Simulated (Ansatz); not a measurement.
## H2Si–CH2, singlet in cc-pVDZ: errors against RCCSDT(Q)

Geometry: a point of a breathe scan, not a stationary point.

```xyz
6

Si    0.0000    0.0000    0.4727
C     0.0000    0.0000   -1.0427
H     0.0000    1.1101    1.1842
H     0.0000   -1.1101    1.1842
H     0.0000    0.8184   -1.5573
H     0.0000   -0.8184   -1.5573
```

Basis cc-pVDZ; Ansatz 0.2.0. Only valence electrons are correlated (noble-gas cores frozen), which leaves 12 electrons in 46 orbitals. Prefix R: restricted or restricted open-shell reference. Active spaces: frontier = (8e, 8o) about the gap; pair = (2e, 2o) about the gap.

Full CI isn't at hand for all of this; RCCSDT(Q) serves as the reference, and is uncertain by about the last step of the cluster series.

- UHF ⟨S²⟩: 0.000
- T1 diagnostic (RCCSD): 0.0121
- largest doubles amplitude (RCCSD): 0.111

```json
{"level": "RHF", "E − E(RCCSDT(Q)) (kJ/mol)": "726.4", "share of correlation (%)": "0.00", "wall time": "–"}
{"level": "RMP2", "E − E(RCCSDT(Q)) (kJ/mol)": "109.2", "share of correlation (%)": "84.97", "wall time": "–"}
{"level": "CISD", "E − E(RCCSDT(Q)) (kJ/mol)": "79.2", "share of correlation (%)": "89.09", "wall time": "1.3 s"}
{"level": "RCCSD", "E − E(RCCSDT(Q)) (kJ/mol)": "23.8", "share of correlation (%)": "96.72", "wall time": "–"}
{"level": "RCCSD(T)", "E − E(RCCSDT(Q)) (kJ/mol)": "3.5", "share of correlation (%)": "99.52", "wall time": "0.57 s"}
{"level": "BCCD(T)", "E − E(RCCSDT(Q)) (kJ/mol)": "3.5", "share of correlation (%)": "99.52", "wall time": "0.75 s"}
{"level": "RCCSDT", "E − E(RCCSDT(Q)) (kJ/mol)": "1.3", "share of correlation (%)": "99.82", "wall time": "–"}
{"level": "CASSCF (pair space)", "E − E(RCCSDT(Q)) (kJ/mol)": "676.6", "share of correlation (%)": "6.85", "wall time": "–"}
{"level": "NEVPT2 (pair space)", "E − E(RCCSDT(Q)) (kJ/mol)": "100.2", "share of correlation (%)": "86.21", "wall time": "0.63 s"}
{"level": "MRCISD (pair space)", "E − E(RCCSDT(Q)) (kJ/mol)": "65.1", "share of correlation (%)": "91.03", "wall time": "–"}
{"level": "MRCISD+Q (pair space)", "E − E(RCCSDT(Q)) (kJ/mol)": "6.9", "share of correlation (%)": "99.06", "wall time": "0.87 s"}
{"level": "CASSCF (frontier space)", "E − E(RCCSDT(Q)) (kJ/mol)": "508.4", "share of correlation (%)": "30.01", "wall time": "–"}
{"level": "NEVPT2 (frontier space)", "E − E(RCCSDT(Q)) (kJ/mol)": "125.4", "share of correlation (%)": "82.74", "wall time": "7.5 s"}
{"level": "MRCISD (frontier space)", "E − E(RCCSDT(Q)) (kJ/mol)": "38.7", "share of correlation (%)": "94.68", "wall time": "–"}
{"level": "MRCISD+Q (frontier space)", "E − E(RCCSDT(Q)) (kJ/mol)": "2.4", "share of correlation (%)": "99.67", "wall time": "9 s"}
```

The correlation energy at RCCSDT(Q), counted from RHF, is -7.528 eV. That run took 17 s on 1 thread of Arm Neoverse V1, shared host.

Times hold each run's SCF and search for its determinant on a shared host, so for small cases they say little of a method's own cost; they ran on 1 thread of Arm Neoverse V1.
